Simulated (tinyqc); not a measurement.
Worked calculation (part 2 of 2): ROHF in the sto-3g basis, for H2O+, spin multiplicity 2. Computed by tinyqc, a small Python program that keeps every step (integrals from PySCF). Command: `OMP_NUM_THREADS=1 python tinyqc.py 25831 25832 out.jsonl` (the two numbers bound the seeds that draw the settings). One thread of a shared host (Intel(R) Xeon(R) Processor @ 2.60GHz), about 0.06 s of CPU time with the checks.

Geometry (angstrom):
```
atom        x         y        z
O     0.00000   0.00000  0.00000
H     0.00000   1.11400  0.67200
H     0.00000  -1.15000  0.69400
```

## Iteration 2: building the Fock matrix

D(alpha) after iteration 1:
```
           1O 1s     1O 2s   1O 2px    1O 2py    1O 2pz     2H 1s     3H 1s
1O 1s    1.06349  -0.27746  0.00000   0.00852  -0.01202   0.04144   0.05426
1O 2s   -0.27746   1.23189  0.00000  -0.04843   0.07796  -0.27441  -0.34324
1O 2px   0.00000   0.00000  0.00000   0.00000   0.00000   0.00000   0.00000
1O 2py   0.00852  -0.04843  0.00000   0.48851  -0.05990   0.32935  -0.19513
1O 2pz  -0.01202   0.07796  0.00000  -0.05990   1.03302  -0.09331  -0.18923
2H 1s    0.04144  -0.27441  0.00000   0.32935  -0.09331   0.59559   0.39162
3H 1s    0.05426  -0.34324  0.00000  -0.19513  -0.18923   0.39162   0.83001
```

D(beta) after iteration 1:
```
           1O 1s     1O 2s   1O 2px    1O 2py    1O 2pz     2H 1s     3H 1s
1O 1s    1.05792  -0.24609  0.00000   0.00091   0.03371  -0.00188  -0.00163
1O 2s   -0.24609   1.05508  0.00000  -0.00551  -0.17982  -0.03022  -0.02815
1O 2px   0.00000   0.00000  0.00000   0.00000   0.00000   0.00000   0.00000
1O 2py   0.00091  -0.00551  0.00000   0.47809   0.00268   0.27007  -0.27162
1O 2pz   0.03371  -0.17982  0.00000   0.00268   0.65720   0.26270   0.27016
2H 1s   -0.00188  -0.03022  0.00000   0.27007   0.26270   0.25835  -0.04354
3H 1s   -0.00163  -0.02815  0.00000  -0.27162   0.27016  -0.04354   0.26849
```

core Hamiltonian H = T + V (hartree):
```
            1O 1s     1O 2s    1O 2px    1O 2py    1O 2pz     2H 1s     3H 1s
1O 1s   -32.41598  -7.54062   0.00000  -0.00045  -0.00841  -0.77138  -0.70080
1O 2s    -7.54062  -9.04369   0.00000  -0.00538  -0.10533  -1.99241  -1.84231
1O 2px    0.00000   0.00000  -7.21334   0.00000   0.00000   0.00000   0.00000
1O 2py   -0.00045  -0.00538   0.00000  -7.29460  -0.00216  -1.33338   1.24468
1O 2pz   -0.00841  -0.10533   0.00000  -0.00216  -7.24292  -0.82292  -0.76914
2H 1s    -0.77138  -1.99241   0.00000  -1.33338  -0.82292  -3.92405  -0.42176
3H 1s    -0.70080  -1.84231   0.00000   1.24468  -0.76914  -0.42176  -3.82743
```

nuclear repulsion = 6.6395010 hartree

Given earlier and not repeated: Two-electron integrals (ij|kl) in chemists' order.

J_ij = sum D_kl (ij|kl) with D = D(alpha) + D(beta), K_ij = sum D_kl (ik|jl) for each spin; F = H + J - K(s); E = tr D H + tr D J / 2 - 0.5 sum_s tr D(s) K(s) + E_nn.

Coulomb J (hartree):
```
           1O 1s     1O 2s   1O 2px    1O 2py    1O 2pz    2H 1s     3H 1s
1O 1s   15.77568   2.90578  0.00000  -0.00213   0.00403  0.29614   0.26915
1O 2s    2.90578   7.01196  0.00000  -0.01426   0.07806  1.56384   1.45726
1O 2px   0.00000   0.00000  6.88421   0.00000   0.00000  0.00000   0.00000
1O 2py  -0.00213  -0.01426  0.00000   7.05790  -0.00522  1.14359  -1.08454
1O 2pz   0.00403   0.07806  0.00000  -0.00522   7.07052  0.70954   0.67022
2H 1s    0.29614   1.56384  0.00000   1.14359   0.70954  3.76564   0.34078
3H 1s    0.26915   1.45726  0.00000  -1.08454   0.67022  0.34078   3.79338
```

exchange K(alpha) (hartree):
```
          1O 1s     1O 2s   1O 2px    1O 2py    1O 2pz    2H 1s     3H 1s
1O 1s   4.88396   0.80155  0.00000   0.00037   0.00139  0.08673   0.07850
1O 2s   0.80155   1.19593  0.00000  -0.00929   0.02148  0.29522   0.27109
1O 2px  0.00000   0.00000  0.28172   0.00000   0.00000  0.00000   0.00000
1O 2py  0.00037  -0.00929  0.00000   0.84658  -0.02868  0.28133  -0.25170
1O 2pz  0.00139   0.02148  0.00000  -0.02868   1.12040  0.13255   0.11479
2H 1s   0.08673   0.29522  0.00000   0.28133   0.13255  0.58414   0.09818
3H 1s   0.07850   0.27109  0.00000  -0.25170   0.11479  0.09818   0.68986
```

exchange K(beta) (hartree):
```
          1O 1s     1O 2s   1O 2px    1O 2py    1O 2pz    2H 1s     3H 1s
1O 1s   4.86890   0.78949  0.00000   0.00011   0.00154  0.08496   0.07737
1O 2s   0.78949   1.13103  0.00000  -0.00011  -0.04440  0.29286   0.27325
1O 2px  0.00000   0.00000  0.25984   0.00000   0.00000  0.00000   0.00000
1O 2py  0.00011  -0.00011  0.00000   0.82153   0.00558  0.25727  -0.24676
1O 2pz  0.00154  -0.04440  0.00000   0.00558   0.89659  0.18877   0.18324
2H 1s   0.08496   0.29286  0.00000   0.25727   0.18877  0.40376   0.04187
3H 1s   0.07737   0.27325  0.00000  -0.24676   0.18324  0.04187   0.39406
```

F(alpha) (hartree):
```
            1O 1s     1O 2s    1O 2px    1O 2py    1O 2pz     2H 1s     3H 1s
1O 1s   -21.52426  -5.43639   0.00000  -0.00294  -0.00577  -0.56197  -0.51015
1O 2s    -5.43639  -3.22765   0.00000  -0.01034  -0.04875  -0.72379  -0.65614
1O 2px    0.00000   0.00000  -0.61085   0.00000   0.00000   0.00000   0.00000
1O 2py   -0.00294  -0.01034   0.00000  -1.08327   0.02131  -0.47112   0.41185
1O 2pz   -0.00577  -0.04875   0.00000   0.02131  -1.29280  -0.24592  -0.21371
2H 1s    -0.56197  -0.72379   0.00000  -0.47112  -0.24592  -0.74256  -0.17916
3H 1s    -0.51015  -0.65614   0.00000   0.41185  -0.21371  -0.17916  -0.72391
```

F(beta) (hartree):
```
            1O 1s     1O 2s    1O 2px    1O 2py    1O 2pz     2H 1s     3H 1s
1O 1s   -21.50920  -5.42433   0.00000  -0.00268  -0.00592  -0.56020  -0.50902
1O 2s    -5.42433  -3.16275   0.00000  -0.01952   0.01713  -0.72143  -0.65831
1O 2px    0.00000   0.00000  -0.58897   0.00000   0.00000   0.00000   0.00000
1O 2py   -0.00268  -0.01952   0.00000  -1.05823  -0.01295  -0.44706   0.40690
1O 2pz   -0.00592   0.01713   0.00000  -0.01295  -1.06898  -0.30214  -0.28216
2H 1s    -0.56020  -0.72143   0.00000  -0.44706  -0.30214  -0.56218  -0.12284
3H 1s    -0.50902  -0.65831   0.00000   0.40690  -0.28216  -0.12284  -0.42811
```

total energy of this density = -74.0967275 hartree

## Iteration 2: Roothaan effective Fock matrix

overlap S:
```
          1O 1s    1O 2s   1O 2px    1O 2py   1O 2pz    2H 1s     3H 1s
1O 1s   1.00000  0.23670  0.00000   0.00000  0.00000  0.02400   0.02180
1O 2s   0.23670  1.00000  0.00000   0.00000  0.00000  0.28054   0.26136
1O 2px  0.00000  0.00000  1.00000   0.00000  0.00000  0.00000   0.00000
1O 2py  0.00000  0.00000  0.00000   1.00000  0.00000  0.22656  -0.21356
1O 2pz  0.00000  0.00000  0.00000   0.00000  1.00000  0.13667   0.12888
2H 1s   0.02400  0.28054  0.00000   0.22656  0.13667  1.00000   0.07606
3H 1s   0.02180  0.26136  0.00000  -0.21356  0.12888  0.07606   1.00000
```

With projectors Pc = D(beta) S, Po = (D(alpha) - D(beta)) S, Pv = 1 - D(alpha) S, the block xy is Px^T F Py; with Fc = (F(alpha) + F(beta))/2, the blocks are Fc for cc, oo, vv and cv, F(beta) for co and F(alpha) for ov.

effective F (hartree):
```
            1O 1s     1O 2s    1O 2px    1O 2py    1O 2pz     2H 1s     3H 1s
1O 1s   -21.51676  -5.43038   0.00000  -0.00307  -0.00491  -0.56221  -0.51102
1O 2s    -5.43038  -3.19319   0.00000  -0.01587  -0.00516  -0.73268  -0.66992
1O 2px    0.00000   0.00000  -0.59991   0.00000   0.00000   0.00000   0.00000
1O 2py   -0.00307  -0.01587   0.00000  -1.07322   0.01040  -0.46758   0.39848
1O 2pz   -0.00491  -0.00516   0.00000   0.01040  -1.16763  -0.27651  -0.25037
2H 1s    -0.56221  -0.73268   0.00000  -0.46758  -0.27651  -0.66188  -0.16381
3H 1s    -0.51102  -0.66992   0.00000   0.39848  -0.25037  -0.16381  -0.59319
```

## Iteration 2: diagonalisation and new density

X:
```
               1         2         3        4         5         6        7
1O 1s   -0.43708   0.06873   0.67502  0.00000  -0.58513  -0.02086  0.26349
1O 2s    0.91901  -0.10777  -0.23042  0.00000  -0.25828  -0.02459  0.51077
1O 2px   0.00000   0.00000   0.00000  1.00000   0.00000   0.00000  0.00000
1O 2py   0.10888   0.81597  -0.00636  0.00000  -0.00232   0.66254  0.02549
1O 2pz   0.33465  -0.03304   0.68640  0.00000   0.64695  -0.00568  0.19201
2H 1s   -0.64358  -0.58841  -0.24461  0.00000   0.20722   0.39647  0.39817
3H 1s   -0.45869   0.71374  -0.26241  0.00000   0.22078  -0.43255  0.35975
```

Diagonalise F' = X^T F X, C = X C', fill 5 alpha and 4 beta electrons from the bottom; D(s) = C_occ C_occ^T. Each column has its largest component positive (the first on a tie).

F' = X^T F X (hartree):
```
          1         2         3         4         5         6         7
1  -1.95591   0.31928   3.29465   0.00000  -3.07678  -0.11863   1.36206
2   0.31928  -0.24633  -0.58063   0.00000   0.58537  -0.22972  -0.30055
3   3.29465  -0.58063  -8.55296   0.00000   7.76427   0.35209  -5.00909
4   0.00000   0.00000   0.00000  -0.59991   0.00000   0.00000   0.00000
5  -3.07678   0.58537   7.76427   0.00000  -9.49927  -0.36509   5.46778
6  -0.11863  -0.22972   0.35209   0.00000  -0.36509  -1.12023   0.20683
7   1.36206  -0.30055  -5.00909   0.00000   5.46778   0.20683  -4.90090
```

orbital energies (hartree): MO1 -21.52318, MO2 -1.93514, MO3 -1.19830, MO4 -1.17309, MO5 -0.59991, MO6 -0.32171, MO7 -0.12417

coefficients C:
```
             MO1       MO2       MO3       MO4      MO5       MO6       MO7
1O 1s    0.99529  -0.25710   0.02013   0.00872  0.00000   0.07999   0.00849
1O 2s    0.01974   1.00444  -0.10852  -0.04115  0.00000  -0.46048  -0.05191
1O 2px   0.00000   0.00000   0.00000   0.00000  1.00000   0.00000   0.00000
1O 2py   0.00025   0.01967   0.05313   0.84366  0.00000   0.00280  -0.63429
1O 2pz   0.00093   0.00562   0.94109  -0.09161  0.00000  -0.37800  -0.05199
2H 1s   -0.00283   0.04653   0.17185   0.25731  0.00000   0.66813   0.79663
3H 1s   -0.00255   0.03385   0.10947  -0.21631  0.00000   0.79655  -0.67788
```

D(alpha) after iteration 2:
```
           1O 1s     1O 2s   1O 2px    1O 2py    1O 2pz     2H 1s     3H 1s
1O 1s    1.05718  -0.24113  0.00000   0.00362   0.01763  -0.00908  -0.01092
1O 2s   -0.24113   1.02275  0.00000  -0.02072  -0.09270   0.01744   0.03097
1O 2px   0.00000   0.00000  1.00000   0.00000   0.00000   0.00000   0.00000
1O 2py   0.00362  -0.02072  0.00000   0.71498  -0.02718   0.22713  -0.17601
1O 2pz   0.01763  -0.09270  0.00000  -0.02718   0.89408   0.13841   0.12302
2H 1s   -0.00908   0.01744  0.00000   0.22713   0.13841   0.09791  -0.03526
3H 1s   -0.01092   0.03097  0.00000  -0.17601   0.12302  -0.03526   0.05992
```

D(beta) after iteration 2:
```
           1O 1s     1O 2s   1O 2px    1O 2py    1O 2pz     2H 1s     3H 1s
1O 1s    1.05718  -0.24113  0.00000   0.00362   0.01763  -0.00908  -0.01092
1O 2s   -0.24113   1.02275  0.00000  -0.02072  -0.09270   0.01744   0.03097
1O 2px   0.00000   0.00000  0.00000   0.00000   0.00000   0.00000   0.00000
1O 2py   0.00362  -0.02072  0.00000   0.71498  -0.02718   0.22713  -0.17601
1O 2pz   0.01763  -0.09270  0.00000  -0.02718   0.89408   0.13841   0.12302
2H 1s   -0.00908   0.01744  0.00000   0.22713   0.13841   0.09791  -0.03526
3H 1s   -0.01092   0.03097  0.00000  -0.17601   0.12302  -0.03526   0.05992
```

## Iteration 11 (converged): orbitals

converged F (hartree):
```
            1O 1s     1O 2s    1O 2px    1O 2py    1O 2pz     2H 1s     3H 1s
1O 1s   -20.85676  -5.29671   0.00000  -0.00064  -0.01666  -0.54792  -0.49796
1O 2s    -5.29671  -2.85280   0.00000  -0.00348  -0.05467  -0.68273  -0.63492
1O 2px    0.00000   0.00000  -0.54285   0.00000   0.00000   0.00000   0.00000
1O 2py   -0.00064  -0.00348   0.00000  -0.74223  -0.00180  -0.41648   0.39643
1O 2pz   -0.01666  -0.05467   0.00000  -0.00180  -0.79511  -0.28568  -0.27374
2H 1s    -0.54792  -0.68273   0.00000  -0.41648  -0.28568  -0.58997  -0.11702
3H 1s    -0.49796  -0.63492   0.00000   0.39643  -0.27374  -0.11702  -0.56760
```

As before.

F' = X^T F X (hartree):
```
          1         2         3         4         5         6         7
1  -1.63810   0.28949   3.20683   0.00000  -2.96422  -0.11320   1.41176
2   0.28949  -0.07302  -0.57789   0.00000   0.55427  -0.05522  -0.29460
3   3.20683  -0.57789  -8.07108   0.00000   7.69954   0.32689  -4.90259
4   0.00000   0.00000   0.00000  -0.54285   0.00000   0.00000   0.00000
5  -2.96422   0.55427   7.69954   0.00000  -9.04552  -0.34908   5.30634
6  -0.11320  -0.05522   0.32689   0.00000  -0.34908  -0.94693   0.22752
7   1.41176  -0.29460  -4.90259   0.00000   5.30634   0.22752  -4.66387
```

orbital energies (hartree): MO1 -20.86424, MO2 -1.61978, MO3 -0.93902, MO4 -0.86918, MO5 -0.54285, MO6 -0.13265, MO7 -0.01365

coefficients C:
```
             MO1       MO2       MO3       MO4      MO5       MO6       MO7
1O 1s    0.99486  -0.25123   0.00574   0.05584  0.00000   0.08641   0.01266
1O 2s    0.02148   0.96542  -0.02870  -0.26923  0.00000  -0.47573  -0.07330
1O 2px   0.00000   0.00000   0.00000   0.00000  1.00000   0.00000   0.00000
1O 2py   0.00013   0.00407   0.72823  -0.03737  0.00000   0.07980  -0.76105
1O 2pz   0.00164   0.07316   0.03829   0.87378  0.00000  -0.51478  -0.06608
2H 1s   -0.00318   0.09409   0.37137   0.22194  0.00000   0.62067   0.77308
3H 1s   -0.00293   0.08744  -0.34546   0.25683  0.00000   0.77687  -0.59788
```

D(alpha) after iteration 11:
```
           1O 1s     1O 2s   1O 2px    1O 2py    1O 2pz     2H 1s     3H 1s
1O 1s    1.05602  -0.23637  0.00000   0.00120   0.03227  -0.01228  -0.01252
1O 2s   -0.23637   1.00580  0.00000  -0.00691  -0.16568   0.02036   0.02512
1O 2px   0.00000   0.00000  1.00000   0.00000   0.00000   0.00000   0.00000
1O 2py   0.00120  -0.00691  0.00000   0.53174  -0.00447   0.26253  -0.26082
1O 2pz   0.03227  -0.16568  0.00000  -0.00447   0.77031   0.21502   0.21758
2H 1s   -0.01228   0.02036  0.00000   0.26253   0.21502   0.19604  -0.06306
3H 1s   -0.01252   0.02512  0.00000  -0.26082   0.21758  -0.06306   0.19296
```

D(beta) after iteration 11:
```
           1O 1s     1O 2s   1O 2px    1O 2py    1O 2pz     2H 1s     3H 1s
1O 1s    1.05602  -0.23637  0.00000   0.00120   0.03227  -0.01228  -0.01252
1O 2s   -0.23637   1.00580  0.00000  -0.00691  -0.16568   0.02036   0.02512
1O 2px   0.00000   0.00000  0.00000   0.00000   0.00000   0.00000   0.00000
1O 2py   0.00120  -0.00691  0.00000   0.53174  -0.00447   0.26253  -0.26082
1O 2pz   0.03227  -0.16568  0.00000  -0.00447   0.77031   0.21502   0.21758
2H 1s   -0.01228   0.02036  0.00000   0.26253   0.21502   0.19604  -0.06306
3H 1s   -0.01252   0.02512  0.00000  -0.26082   0.21758  -0.06306   0.19296
```

## Convergence

Stop when the energy changes by less than 1e-08 hartree and every element of the error matrix X^T (F D S - S D F) X is below 3e-05.

Course of the cycle:
```
iteration  E (hartree)     change  largest element of the error matrix
1          -73.7358632          -                             5.33e-01
2          -74.0967275  -3.61e-01                             4.24e-01
3          -74.4653401  -3.69e-01                             3.32e-01
4          -74.5635980  -9.83e-02                             6.95e-02
5          -74.5673620  -3.76e-03                             1.50e-02
6          -74.5675519  -1.90e-04                             3.51e-03
7          -74.5675618  -9.93e-06                             5.76e-04
8          -74.5675624  -6.20e-07                             2.40e-04
9          -74.5675625  -5.73e-08                             5.62e-05
10         -74.5675625  -9.17e-09                             3.32e-05
11         -74.5675625  -2.10e-09                             1.23e-05
```

PySCF ROHF in the same basis = -74.5675625 hartree

Converged in 11 iterations.

## Populations, bond orders and dipole

Mulliken: Z minus the diagonal of D S on the atom; Loewdin: the same with S^(1/2) D S^(1/2); Mayer order: 2 sum_s sum (D(s) S)_ij (D(s) S)_ji over the two atoms.

Charges (e):
```
atom  Mulliken  Loewdin  Mulliken spin
1O     0.12744  0.20410        1.00000
2H     0.42895  0.38859        0.00000
3H     0.44361  0.40731        0.00000
```

Mayer bond orders:
```
pair    order
2-1   0.79571
3-1   0.78292
3-2   0.02029
```

dipole moment about the origin, x y z (debye): 0.00000  -0.15028  3.35770
